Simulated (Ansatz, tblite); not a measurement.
Cost and result up the ladder for the cluster B₂H₂⁺ (4 atoms). Total charge 1; doublet. Geometry: r2SCAN-D4/def2-TZVP.

Cartesian coordinates in Å:
```
B -0.4036 0.5483 -0.4312
B 0.4024 -0.5472 0.4337
H 0.9905 -1.3453 1.0608
H -0.9893 1.3441 -1.0634
```

Ansatz on 4 threads of AMD EPYC 9R45 on a shared host; xTB runs through tblite on one thread. Times are rough, summed over both states, and most runs start from the orbitals of an earlier one. CCSD(T)/def2-TZVPP serves as the yardstick here, not as an exact answer. Differences are given only for rows in sets of like size (and for xTB, whose basis is part of the method), since another set adds its own error. The other state is a quartet at its own geometry.

The xTB rows come from tblite. B3LYP takes the VWN-RPA correlation. HSE06 is defined as in plane-wave codes, on full-range PBE exchange. Correlated methods freeze 2 core orbitals. The structure comes from a short search, and lower isomers may exist.

Correlated methods converge slowly with the basis.

xTB has no spin-polarisation term.

```csv
level,functions,wall time,quartet − doublet (eV),difference from CCSD(T)/def2-TZVPP (eV)
GFN1-xTB,12,0.002 s,3.62,0.63
GFN2-xTB,10,0.002 s,3.12,0.13
HF/6-31G,22,0.15 s,3.15,–
MP2/def2-TZVP,74,0.35 s,2.89,-0.10
PBE-D4/def2-TZVP,74,0.55 s,2.68,-0.31
B3LYP-D4/6-31G,22,0.55 s,3.52,–
B3LYP-D4/def2-TZVP,74,0.6 s,3.16,0.17
BHLYP-D4/def2-TZVP,74,0.6 s,3.31,0.32
HSE06-D4/def2-TZVP,74,0.65 s,2.77,-0.22
RPA@PBE/def2-TZVP,74,0.95 s,3.09,0.10
r2SCAN-D4/def2-TZVP,74,1 s,2.50,-0.49
r2SCANh-D4/def2-TZVP,74,1.1 s,2.55,-0.44
CCSD(T)/def2-TZVPP,90,1.6 s,2.99,0.00
ωB97X-V/def2-TZVP,74,2.2 s,3.28,0.29
```
